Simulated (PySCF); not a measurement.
A PySCF script (with the pyscf-properties extension) for the spin–spin couplings of amide anion (SMILES [NH2-]), on a PBE0-D3(BJ)/def2-SVP geometry:

```python
import basis_set_exchange as bse
import numpy as np
from pyscf import gto, dft
from pyscf.data import nist
from pyscf.prop import ssc

atoms = """
N     0.019178    0.433548    0.012471
H    -0.787607   -0.239553   -0.029711
H     0.774989   -0.296285   -0.027750
"""
names = dict.fromkeys(["N", "H"], "pcJ-1")
basis = {el: gto.basis.parse(bse.get_basis(n, elements=[el], fmt="nwchem")) for el, n in names.items()}
mol = gto.M(atom=atoms, basis=basis, charge=-1, verbose=0)
mf = dft.RKS(mol, xc="B3LYP")
mf.grids.level = 2
mf.grids.alignment = dft.numint.BLKSIZE   # the property module wants whole blocks of grid points
mf.conv_tol = 1e-9
mf.kernel()

sc = ssc.RKS(mf)
sc.with_fcsd = True   # Fermi contact and spin-dipole together
sc.max_cycle_cphf = 60
g = {"H": 5.58569468, "N": -0.566378}   # nuclear g factors of 1H, 15N
sc.nuc_pair = [(i, j) for i in range(mol.natm) for j in range(i + 1, mol.natm)
               if mol.atom_pure_symbol(i) in g and mol.atom_pure_symbol(j) in g]
K = sc.kernel()
unit = nist.HARTREE2J / nist.PLANCK * (0.5 * nist.E_MASS / nist.PROTON_MASS) ** 2
for (i, j), k in zip(sc.nuc_pair, K):
    a, b = mol.atom_pure_symbol(i), mol.atom_pure_symbol(j)
    J = unit * g[a] * g[b] * np.trace(k) / 3
    if abs(J) >= 1:
        print("%s%d %s%d %8.1f Hz" % (a, i, b, j, J))
```

**Question.** Give the expected output.

**Answer.** 
```
N0 H1    -32.0 Hz
N0 H2    -32.1 Hz
H1 H2     -9.2 Hz
```

These numbers come from an equivalent density-fitted implementation of the same equations, which agrees with the script to about 0.1 Hz, so last digits may differ.

Size and cost of the density-fitted run: 47 basis functions, 0.39 s wall time on 1 thread of an Intel Xeon 6975P-C, shared host; peak memory 0.23 GiB.
